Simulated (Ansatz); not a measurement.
C6H7N can be A, `C=C1CC(C#N)C1`, or B, `Cc1ccncc1`.

Gas-phase electronic energies from Ansatz, PBE0-D4/def2-TZVP geometries. CCSD(T)/CBS adds triple-zeta CCSD(T) − MP2 to the extrapolated MP2 energy (def2 sets, frozen cores). Functionals use def2-TZVPP. B3LYP here is the variant with VWN-RPA as its local correlation; programs differ in this.

A:

```xyz
14

C    -0.788   -0.216   -2.124
C    -0.360   -0.034   -0.889
C     0.913    0.519   -0.295
C     0.563   -0.248    1.012
C     0.722    0.453    2.266
N     0.834    1.029    3.256
C    -0.881   -0.441    0.468
H    -1.735   -0.704   -2.326
H    -0.206    0.115   -2.977
H     0.869    1.601   -0.145
H     1.858    0.263   -0.775
H     1.094   -1.200    1.063
H    -1.567    0.298    0.891
H    -1.317   -1.435    0.575
```

B:

```xyz
14

C     1.945   -0.452   -0.201
C     0.496   -0.121   -0.038
C     0.081    1.122    0.427
C    -1.274    1.391    0.535
N    -2.228    0.522    0.220
C    -1.830   -0.666   -0.221
C    -0.501   -1.031   -0.365
H     2.561    0.086    0.521
H     2.291   -0.171   -1.201
H     2.125   -1.522   -0.082
H     0.807    1.878    0.707
H    -1.609    2.359    0.899
H    -2.618   -1.372   -0.473
H    -0.248   -2.022   -0.727
```

**Question.** Which is lower in electronic energy at CCSD(T)/CBS, and by how much? (Best estimate.)

**Answer.** Ansatz gave: B, by 37.5 kcal/mol.

**Question.** Give E(B) − E(A) in kcal/mol with B2PLYP, BLYP-D4, B3LYP, HF/def2-TZVPP, LDA (SPW92), CCSD(T)/def2-SVP, PBE0-D4. (Estimate.)

**Answer.** Ansatz gave: B2PLYP -39.9, BLYP-D4 -42.3, B3LYP -41.3, HF/def2-TZVPP -35.4, LDA (SPW92) -49.0, CCSD(T)/def2-SVP -36.2, PBE0-D4 -43.1. None reverses the order clearly.

**Question.** Does the order hold for the free energy at 298.15 K (harmonic terms from PBE0-D4)? (Best estimate.)

**Answer.** Ansatz gave: Yes: G(B) − G(A) = -36.0 kcal/mol. Modes under 60 cm⁻¹, often nearly free rotors, make the harmonic entropy too high.

Largest T1 diagnostic: 0.012.

The D4 term adds −1.5 kcal/mol with B3LYP and −0.7 kcal/mol with PBE0; it sums over pairs of atoms, weighted by their polarisabilities, and B3LYP, whose exchange is more repulsive, gets the larger term. Leaving LDA and LC-ωPBE aside and taking each functional with its dispersion term where it has one, the values, not all of them listed here, spread over 6.6 kcal/mol, from r2SCAN-D4 to ωB97X-V. LDA lies −7.2 kcal/mol from PBE without D4.
